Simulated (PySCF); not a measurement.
Published values to compare with (the computed states carry no symmetry labels, so the two lists aren't matched line by line):

```
       state  E (eV)      f                                 kind of transition  source
      3A(T1)    1.80                                            0-0 transition     [1]
   3A2(n→π*)    1.94                                       vertical absorption     [2]
1A2[F](n→π*)    1.95         vertical emission from the excited-state geometry     [2]
     1A2(S1)    2.03                                            0-0 transition     [1]
   1A2(n→π*)    2.22                                       vertical absorption     [2]
   3A1(π→π*)    3.43                                       vertical absorption     [2]
   3B2(n→3s)    5.72                                       vertical absorption     [2]
   1B2(n→4s)    5.85                               band maximum or as reported     [3]
   1B2(n→3s)    5.96  0.012                                vertical absorption     [2]
   1A1(π→π*)    6.20                               band maximum or as reported     [3]
   1A1(π→π*)    6.38  0.178                                vertical absorption     [2]
```

[1] measured, gas; Analytical gradients for NEO-TDDFT (2021), arXiv:2105.05191, experiment column
[2] computed, theoretical best estimate (aug-cc-pVTZ, frozen core, CC3 geometry), gas; Veril, Scemama, Caffarel, Lipparini, Boggio-Pasqua, Jacquemin, Loos, WIREs Comput. Mol. Sci. 2021, 11, e1517 (QUESTDB)
[3] measured, gas; Loos, Scemama, Blondel, Garniron, Caffarel, Jacquemin (2018), arXiv:1807.02045, literature column

CH2S.
SMILES: `C=S`

Computed with PySCF 2.14.0, density-fitted response routines, TDDFT CAM-B3LYP/aug-cc-pVTZ, vertical, gas phase, core orbitals frozen in the response. Isolated species at its PBE0-D3(BJ)/def2-TZVP geometry, gas phase.

Computed singlets: 2.23 eV (f 0.000); 5.76 eV (f 0.013); 6.33 eV (f 0.201); 6.40 eV (f 0.051); 6.63 eV (f 0.031); 6.81 eV (f 0.003); 7.06 eV (f 0.000); 7.39 eV (f 0.027); 8.08 eV (f 0.065); 8.16 eV (f 0.011). Computed triplets (Tamm–Dancoff): 1.69, 3.28, 5.59, 5.80 eV.

Task: How does the lowest computed singlet compare with the best estimate listed for the lowest singlet (vertical absorption)?

Result: 2.23 eV against 2.22 eV for 1A2(n→π*) [2]: a difference of +0.01 eV. Geometry and basis of the two calculations needn't be the same.

Task: How does the lowest computed triplet compare with the best estimate listed for the lowest triplet (vertical absorption)?

Result: 1.69 eV against 1.94 eV for 3A2(n→π*) [2]: a difference of -0.25 eV. Geometry and basis of the two calculations needn't be the same.

[F] marks fluorescence, computed at the excited state's geometry.

Adiabatic (Te) and 0-0 energies refer to the relaxed excited state and aren't the vertical quantity computed here.

A measured band maximum holds vibronic effects and, in solution, solvent shifts, so it needn't equal the vertical energy.

The run took 6.3 s on one thread, Arm Neoverse N1 (aarch64), shared host with 64 logical CPUs at a one-minute load of 45, and the process peaked at 0.45 GiB of memory.
